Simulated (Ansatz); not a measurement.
Ansatz (an electronic-structure program) input (MP2/6-31G*):

Ansatz 0.2 input:
```yaml
crystal:
  periodic: [false, false, false]
  atoms:
    - {symbol: S, position_ang: [-0.00000000, -0.00000000, -1.55270816]}
    - {symbol: C, position_ang: [0.00000000, 0.00000000, 0.00000000]}
    - {symbol: S, position_ang: [0.00000000, 0.00000000, 1.55270816]}
basis:
  gaussian:
    orbitals: 6-31G*
magnetization: {spin_polarized: false}
correlation: {method: mp2, electrons: outside_noble_gas}
relax: {f_tol: 0.003, max_steps: 120}
```

From the last part of the output:

```
Functional definition: HF
these checks for a lower state are left out or cut short: cluster_reference
integrals: 0.01 GiB planned
511 factors; integrals over basis functions are off by at most 2.0e-4 eV
mean field: 0.10 GiB planned
mean field evaluation 1: about -22663.0349 eV, gradient 1.6e1 eV
mean field evaluation 2: about -22663.0909 eV, gradient 1.6e1 eV
mean field evaluation 4: about -22663.9061 eV, gradient 2.2e0 eV
mean field evaluation 8: about -22663.9264 eV, gradient 3.9e-4 eV
mean field -22663.92635161 eV, -832.8839312605 hartree, gradient 5.4e-6 eV, S^2 0.000000; 0 other end points of the search recorded, 0 dependent functions left out
11 core orbitals not correlated
reference -22663.92635161 eV, -832.8839312605 hartree; 8, 8 occupied and 34, 34 virtual orbitals, 511 factors
densities: 0.07 GiB planned
second order -10.35591576 eV of doubles, -0.00000000 eV of singles
the calculation of the forces begins
relax step   1: F+E_penalty+E_count = -22674.28226736 eV  Δ(F+E_penalty+E_count) = +0.000e0 eV  max|allowed force component| = 5.677e-1 eV/Å  Δτ_max = 0.0000 Å  (52 SCF iters, accepted)
these checks for a lower state are left out or cut short: starts, cluster_reference, orbital_swaps, neighbouring_geometries, increment
integrals: 0.01 GiB planned
511 factors; integrals over basis functions are off by at most 2.0e-4 eV
mean field: 0.10 GiB planned
mean field evaluation 16: about -22663.9182 eV, gradient 4.5e-1 eV
mean field -22663.91889144 eV, -832.8836571045 hartree, gradient 1.8e-6 eV, S^2 0.000000; 0 other end points of the search recorded, 0 dependent functions left out
11 core orbitals not correlated
reference -22663.91889144 eV, -832.8836571045 hartree; 8, 8 occupied and 34, 34 virtual orbitals, 511 factors
densities: 0.07 GiB planned
second order -10.36795592 eV of doubles, -0.00000000 eV of singles
the calculation of the forces begins
relax step   2: F+E_penalty+E_count = -22674.28684736 eV  Δ(F+E_penalty+E_count) = -4.580e-3 eV  max|allowed force component| = 2.437e-1 eV/Å  Δτ_max = 0.0057 Å  (45 SCF iters, accepted)
these checks for a lower state are left out or cut short: starts, cluster_reference, orbital_swaps, neighbouring_geometries, increment
integrals: 0.01 GiB planned
511 factors; integrals over basis functions are off by at most 2.1e-4 eV
mean field: 0.10 GiB planned
mean field evaluation 32: about -22663.9108 eV, gradient 1.3e-6 eV
mean field -22663.91078040 eV, -832.8833590291 hartree, gradient 1.4e-6 eV, S^2 0.000000; 0 other end points of the search recorded, 0 dependent functions left out
11 core orbitals not correlated
reference -22663.91078040 eV, -832.8833590291 hartree; 8, 8 occupied and 34, 34 virtual orbitals, 511 factors
densities: 0.07 GiB planned
second order -10.37712730 eV of doubles, -0.00000000 eV of singles
the calculation of the forces begins
relax step   3: F+E_penalty+E_count = -22674.28790769 eV  Δ(F+E_penalty+E_count) = -1.060e-3 eV  max|allowed force component| = 4.266e-3 eV/Å  Δτ_max = 0.0043 Å  (44 SCF iters, accepted)
these checks for a lower state are left out or cut short: starts, cluster_reference, orbital_swaps, neighbouring_geometries, increment
integrals: 0.01 GiB planned
511 factors; integrals over basis functions are off by at most 2.1e-4 eV
mean field: 0.10 GiB planned
mean field -22663.91061589 eV, -832.8833529835 hartree, gradient 2.4e-6 eV, S^2 0.000000; 0 other end points of the search recorded, 0 dependent functions left out
11 core orbitals not correlated
reference -22663.91061589 eV, -832.8833529835 hartree; 8, 8 occupied and 34, 34 virtual orbitals, 511 factors
densities: 0.07 GiB planned
second order -10.37729213 eV of doubles, -0.00000000 eV of singles
the calculation of the forces begins
relax step   4: F+E_penalty+E_count = -22674.28790801 eV  Δ(F+E_penalty+E_count) = -3.208e-7 eV  max|allowed force component| = 2.061e-5 eV/Å  Δτ_max = 0.0001 Å  (37 SCF iters, accepted)
these checks for a lower state are left out or cut short: cluster_reference
integrals: 0.01 GiB planned
511 factors; integrals over basis functions are off by at most 2.1e-4 eV
mean field: 0.10 GiB planned
mean field -22663.91061589 eV, -832.8833529835 hartree, gradient 2.4e-6 eV, S^2 0.000000; 1 other end points of the search recorded, 0 dependent functions left out
11 core orbitals not correlated
reference -22663.91061589 eV, -832.8833529835 hartree; 8, 8 occupied and 34, 34 virtual orbitals, 511 factors
densities: 0.07 GiB planned
second order -10.37729213 eV of doubles, -0.00000000 eV of singles
the calculation of the forces begins
Total energy: -22674.28790801 eV, -833.2647114352 hartree
Atom 0 at    -0.000000     0.000000    -1.562734 Å, force    -0.000000     0.000000    -0.000021 eV/Å
Atom 1 at    -0.000000    -0.000000    -0.000000 Å, force     0.000000    -0.000000    -0.000000 eV/Å
Atom 2 at     0.000000     0.000000     1.562734 Å, force     0.000000     0.000000     0.000021 eV/Å
Dipole moment:    -0.000000     0.000000     0.000000 e Å
Checks for a lower state left out: cluster_reference
```
